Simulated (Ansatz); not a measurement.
in.yaml

```yaml
crystal:
  periodic: [false, false, false]
  atoms:
    - {symbol: Si, position_ang: [0.000000, 0.000000, 0.000000]}
    - {symbol: C, position_ang: [0.000000, 0.000000, 1.709998]}
basis:
  gaussian: {orbitals: 6-31G}
total_charge: 1
magnetization: {spin_polarized: true, initial_magnetization: 1}
hamiltonian: {xc: {name: revPBE}}
```

```sh
$ ansatz run in.yaml --threads 1 --pin off --events-out ev --progress --plain --max-ram 2393MiB
```

Output:

```
267 factors; integrals over basis functions are off by at most 9.4e-5 eV
mean field evaluation 1: about -8867.5979 eV, gradient 6.1e1 eV
mean field evaluation 2: about -8788.1849 eV, gradient 6.5e1 eV
mean field evaluation 4: about -8850.8883 eV, gradient 6.8e1 eV
mean field evaluation 8: about -8895.0000 eV, gradient 7.0e-1 eV
mean field evaluation 16: about -8895.5893 eV, gradient 4.6e-3 eV
mean field evaluation 32: about -8894.7489 eV, gradient 5.4e0 eV
mean field evaluation 64: about -8867.5979 eV, gradient 6.1e1 eV
mean field evaluation 96: about -8895.4727 eV, gradient 3.7e-1 eV
mean field evaluation 128: about -8895.0197 eV, gradient 1.7e-1 eV
mean field evaluation 160: about -8894.7061 eV, gradient 1.0e0 eV
mean field evaluation 192: about -8895.5893 eV, gradient 2.6e-6 eV
mean field -8895.58933472 eV, -326.9068784041 hartree, gradient 2.6e-6 eV, S^2 1.708098; 18 other end points of the search recorded, 0 dependent functions left out
reference -8895.58936764 eV, -326.9068796138 hartree; 10, 9 occupied and 12, 13 virtual orbitals, 267 factors
Total energy: -8895.58936764 eV, -326.9068796138 hartree
```

Ran on 1 thread of Intel Xeon Platinum 8259CL, shared host: 3.8 s wall, 0.17 GiB peak host memory.
